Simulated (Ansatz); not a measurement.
```yaml
atoms:
  - { symbol: C, position_ang: [-0.0001, 0.0003, -0.5238] }
  - { symbol: O, position_ang: [-0.0010, 0.0001, 0.6732] }
  - { symbol: H, position_ang: [0.0009, -0.9442, -1.1249] }
  - { symbol: H, position_ang: [0.0003, 0.9444, -1.1237] }
```

RHF on singlet CH₂O was run in several spherical basis sets with Ansatz (development build ahead of 0.2.0).

(1) Rank the basis sets by the total energy that they give, lowest first, with the distance from the lowest.
A. cc-pVDZ
B. def2-TZVP
C. 6-31G(d)
D. def2-SVP
E. cc-pVTZ

## Answers

(1) B (0.00 eV), E (0.13 eV), A (1.09 eV), C (1.41 eV), D (3.74 eV).

Totals follow the description of the cores as much as that of the bonds, so this order isn't one of quality for chemistry.
